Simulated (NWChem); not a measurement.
Program: NWChem. System: CH₂F₂, charge 0, spin multiplicity 1, displaced from the optimised geometry. Level: MP2/cc-pVDZ, 3 core orbitals frozen, spin-restricted.

Job file:

```
start mol
memory heap 200 mb stack 900 mb global 1100 mb
geometry units angstroms nocenter noautoz noautosym
  F      1.095795     0.000000     0.287172
  C      0.000000     0.000000    -0.490991
  F     -1.095795     0.000000     0.287172
  H      0.000000    -0.913695    -1.111578
  H      0.000000     1.142119    -1.266725
end
basis spherical
  * library cc-pvdz
end
scf
  rhf
  nopen 0
  maxiter 100
  thresh 1e-7
  semidirect memsize 60000000 filesize 0
end
mp2
  freeze core 3
end
task mp2 energy
```

NWChem printed:

```
             Northwest Computational Chemistry Package (NWChem) 7.3.0
             --------------------------------------------------------

                                NWChem Input Module
                                -------------------

 Scaling coordinates for geometry "geometry" by  1.889725989
 (inverse scale =  0.529177249)

                             Geometry "geometry" -> ""
                             -------------------------

 Output coordinates in angstroms (scale by  1.889725989 to convert to a.u.)

  No.       Tag          Charge          X              Y              Z
 ---- ---------------- ---------- -------------- -------------- --------------
    1 F                    9.0000     1.09579500     0.00000000     0.28717200
    2 C                    6.0000     0.00000000     0.00000000    -0.49099100
    3 F                    9.0000    -1.09579500     0.00000000     0.28717200
    4 H                    1.0000     0.00000000    -0.91369500    -1.11157800
    5 H                    1.0000     0.00000000     1.14211900    -1.26672500

 Effective nuclear repulsion energy (a.u.)      76.5742972701

            Nuclear Dipole moment (a.u.)
            ----------------------------
        X                 Y               Z
 ---------------- ---------------- ----------------
     0.0000000000     0.4316587692    -0.2931966563


 Summary of "ao basis" -> "" (spherical)
 ------------------------------------------------------------------------------
       Tag                 Description            Shells   Functions and Types
 ---------------- ------------------------------  ------  ---------------------
 *                          cc-pvdz                   on all atoms

 Summary of "ao basis" -> "ao basis" (spherical)
 ------------------------------------------------------------------------------
       Tag                 Description            Shells   Functions and Types
 ---------------- ------------------------------  ------  ---------------------
 F                          cc-pvdz                  6       14   3s2p1d
 C                          cc-pvdz                  6       14   3s2p1d
 H                          cc-pvdz                  3        5   2s1p

                                 NWChem SCF Module
                                 -----------------

  ao basis        = "ao basis"
  functions       =    52
  atoms           =     5
  closed shells   =    13
  open shells     =     0
  charge          =   0.00
  wavefunction    = RHF
  use symmetry    = F
  symmetry adapt  = F

 Summary of "ao basis" -> "ao basis" (spherical)
 ------------------------------------------------------------------------------
       Tag                 Description            Shells   Functions and Types
 ---------------- ------------------------------  ------  ---------------------
 F                          cc-pvdz                  6       14   3s2p1d
 C                          cc-pvdz                  6       14   3s2p1d
 H                          cc-pvdz                  3        5   2s1p

 Forming initial guess at       0.0s

      Superposition of Atomic Density Guess
      -------------------------------------

 Sum of atomic energies:        -237.43243648

      Non-variational initial energy
      ------------------------------

 Total energy =    -238.092742
 1-e energy   =    -482.089964
 2-e energy   =     167.422925
 HOMO         =      -0.342977
 LUMO         =       0.115338

 Starting SCF solution at       0.2s

 ----------------------------------------------
         Quadratically convergent ROHF

 Convergence threshold     :          1.000E-07
 Maximum no. of iterations :          100
 Final Fock-matrix accuracy:          1.000E-09
 ----------------------------------------------

              iter       energy          gnorm     gmax       time
             ----- ------------------- --------- --------- --------
                 1     -237.8028480433  1.14D+00  3.77D-01      0.2
                 2     -237.8701905602  2.49D-01  6.81D-02      0.2
                 3     -237.8754659268  1.75D-02  5.24D-03      0.2
                 4     -237.8755049109  1.21D-04  2.59D-05      0.3
                 5     -237.8755049122  3.77D-09  1.22D-09      0.3

       Final RHF  results
       ------------------

         Total SCF energy =   -237.875504912155
      One-electron energy =   -482.919667654481
      Two-electron energy =    168.469865472215
 Nuclear repulsion energy =     76.574297270110

        Time for solution =      0.1s

             Final eigenvalues
             -----------------

              1
    1  -26.3186
    2  -26.3186
    3  -11.4378
    4   -1.6721
    5   -1.6101
    6   -0.9508
    7   -0.7770
    8   -0.7603
    9   -0.7512
   10   -0.6663
   11   -0.6322
   12   -0.6068
   13   -0.4881
   14    0.1624
   15    0.2248
   16    0.3060
   17    0.3545
   18    0.6415
   19    0.6865
   20    0.6984
   21    0.7191
   22    0.7830
   23    0.9927

                       ROHF Final Molecular Orbital Analysis
                       -------------------------------------

 Vector   11  Occ=2.000000D+00  E=-6.321873D-01
              MO Center=  6.8D-14,  3.2D-04,  2.5D-01, r^2= 1.7D+00
   Bfn.  Coefficient  Atom+Function         Bfn.  Coefficient  Atom+Function
  ----- ------------  ---------------      ----- ------------  ---------------
     4      0.399584  1 F  px                32      0.399584  3 F  px
     7      0.277872  1 F  px                35      0.277872  3 F  px
     6     -0.273572  1 F  pz                34      0.273572  3 F  pz
     9     -0.192720  1 F  pz                37      0.192720  3 F  pz

 Vector   12  Occ=2.000000D+00  E=-6.068006D-01
              MO Center=  7.6D-14, -8.9D-02, -2.0D-01, r^2= 1.8D+00
   Bfn.  Coefficient  Atom+Function         Bfn.  Coefficient  Atom+Function
  ----- ------------  ---------------      ----- ------------  ---------------
     6      0.370328  1 F  pz                34      0.370328  3 F  pz
     9      0.267966  1 F  pz                37      0.267966  3 F  pz
    20     -0.264885  2 C  pz                43      0.246057  4 H  s
    17      0.155887  2 C  s

 Vector   13  Occ=2.000000D+00  E=-4.880619D-01
              MO Center=  1.9D-14,  3.4D-01, -6.5D-01, r^2= 1.8D+00
   Bfn.  Coefficient  Atom+Function         Bfn.  Coefficient  Atom+Function
  ----- ------------  ---------------      ----- ------------  ---------------
    19      0.351089  2 C  py                48      0.348396  5 H  s
     5     -0.268387  1 F  py                33     -0.268387  3 F  py
    43     -0.243142  4 H  s                 49      0.215733  5 H  s
     8     -0.211122  1 F  py                36     -0.211122  3 F  py

 Vector   14  Occ=0.000000D+00  E= 1.624025D-01
              MO Center=  1.4D-14,  5.7D-01, -1.3D+00, r^2= 3.4D+00
   Bfn.  Coefficient  Atom+Function         Bfn.  Coefficient  Atom+Function
  ----- ------------  ---------------      ----- ------------  ---------------
    17      1.452221  2 C  s                 49     -1.285384  5 H  s
    44     -0.891917  4 H  s                 23     -0.578612  2 C  pz
    22      0.245795  2 C  py                20     -0.234664  2 C  pz
    19      0.173624  2 C  py

 Vector   15  Occ=0.000000D+00  E= 2.247836D-01
              MO Center= -1.8D-15, -6.9D-01, -1.3D+00, r^2= 3.4D+00
   Bfn.  Coefficient  Atom+Function         Bfn.  Coefficient  Atom+Function
  ----- ------------  ---------------      ----- ------------  ---------------
    44      2.049152  4 H  s                 22      1.124807  2 C  py
    49     -0.899328  5 H  s                 17     -0.850439  2 C  s
    19      0.391902  2 C  py                23      0.244696  2 C  pz

 Vector   16  Occ=0.000000D+00  E= 3.059540D-01
              MO Center= -1.3D-13, -1.3D-03, -6.9D-01, r^2= 2.3D+00
   Bfn.  Coefficient  Atom+Function         Bfn.  Coefficient  Atom+Function
  ----- ------------  ---------------      ----- ------------  ---------------
    21      1.304614  2 C  px                 3     -0.651982  1 F  s
    31      0.651982  3 F  s                 18      0.335991  2 C  px
     9      0.313135  1 F  pz                37     -0.313135  3 F  pz
     6      0.186401  1 F  pz                34     -0.186401  3 F  pz

 center of mass
 --------------
 x =   0.00000000 y =   0.00836408 z =   0.09529249

 moments of inertia (a.u.)
 ------------------
          38.965793178482           0.000000000000           0.000000000000
           0.000000000000         194.201016614226           1.593014750110
           0.000000000000           1.593014750110         170.626476696758

  Mulliken analysis of the total density
  --------------------------------------

    Atom       Charge   Shell Charges
 -----------   ------   -------------------------------------------------------
    1 F    9     9.29   2.00  0.90  1.01  3.33  2.04  0.01
    2 C    6     5.53   2.00  0.69  0.37  1.75  0.51  0.21
    3 F    9     9.29   2.00  0.90  1.01  3.33  2.04  0.01
    4 H    1     0.95   0.77  0.15  0.03
    5 H    1     0.95   0.65  0.28  0.02

       Multipole analysis of the density wrt the origin
       ------------------------------------------------

     L   x y z        total         open         nuclear
     -   - - -        -----         ----         -------
     0   0 0 0     -0.000000      0.000000     26.000000

     1   1 0 0     -0.000000      0.000000      0.000000
     1   0 1 0     -0.097632      0.000000      0.431659
     1   0 0 1     -0.759044      0.000000     -0.293197

     2   2 0 0    -14.245901      0.000000     77.184271
     2   1 1 0     -0.000000      0.000000      0.000000
     2   1 0 1     -0.000000      0.000000      0.000000
     2   0 2 0    -11.268562      0.000000      7.639486
     2   0 1 1      0.099258      0.000000     -1.539512
     2   0 0 2    -11.332715      0.000000     20.608792

                   NWChem MP2 Semi-direct Energy/Gradient Module
                   ---------------------------------------------

  Basis functions       =     52
  Molecular orbitals    =     52
  Frozen core           =      3
  Frozen virtuals       =      0
  Active alpha occupied =     10
  Active beta occupied  =     10
  Active alpha virtual  =     39
  Active beta virtual   =     39
  Use MO symmetry       = F
  Use skeleton AO sym   = F

  AO/Fock/Back tols     =   1.0D-09  1.0D-09  1.0D-09

 GA uses MA = F    GA memory limited = T

 Available:
  local mem=  1.26D+08
 global mem=  1.44D+08
 local disk=  0.00D+00
  mp2_memr nvloc                    39
  nvloc new                    39
   1 passes of  10:        3145728                      15461                   1831920.
   1 passes of  10: M    126154115           G      144173792           F     123008387.

 Semi-direct pass number   1 of   1  for RHF alpha+beta  at        0.3s
  vrange nnbf                  1378
  mp2_eaftype                    10  avail_ma_in_mb                  1099
 EAF : mp2_eaftype filesize          10     915960.
  mp2_eaf for mointskh                     10
Node 0 wrote      4.3 Mb in      0.0 s     Agg I/O rate:  2465.6 Mb/s
 Done moints_semi at        0.7s
  mp2_eaftype                    10  avail_ma_in_mb                  1089
 EAF : mp2_eaftype filesize          10     915960.
  mp2_eaf for kh                    10
 Done maket at        0.7s
 Done multipass loop at        0.7s

          -------------------------------------------
          SCF energy                -237.875504912155
          Correlation energy          -0.516924406182
          Singlet pairs               -0.316015041933
          Triplet pairs               -0.200909364250
          Total MP2 energy          -238.392429318338
          -------------------------------------------

          ---------------------------------------------------
                    Spin Component Scaled (SCS) MP2
          Same spin pairs                     -0.133939576166
          Same spin scaling factor             0.333333333333
          Opposite spin pairs                 -0.382984830016
          Opposite spin scaling fact.          1.200000000000
          SCS-MP2 correlation energy          -0.504228321408
          Total SCS-MP2 energy              -238.379733233564
          ---------------------------------------------------

 -----------------------
 Performance information
 -----------------------

 Timer overhead =  9.66D-08 seconds/call

               Nr. of calls         CPU time (s)                 Wall time (s)                GFlops
             ---------------    -------------------     ------------------------------   -------------------
Name         Min   Avg   Max    Min     Avg     Max     Min     Avg     Max   Mx/calls   Min     Max     Sum
mp2: moin     1     1     1   0.37    0.37    0.37     0.37    0.37    0.37    0.37      0.0     0.0     0.0
mp2: make     1     1     1   1.97E-2 1.97E-2 1.97E-2  1.97E-2 1.97E-2 1.97E-2 1.97E-2   0.0     0.0     0.0
mp2: tota     1     1     1   0.40    0.40    0.40     0.40    0.40    0.40    0.40      0.0     0.0     0.0

 The average no. of pstat calls per process was 3.00D+00
 with a timing overhead of 2.90D-07s

 Task  times  cpu:        0.7s     wall:        0.7s

 Total times  cpu:        0.7s     wall:        0.7s
```
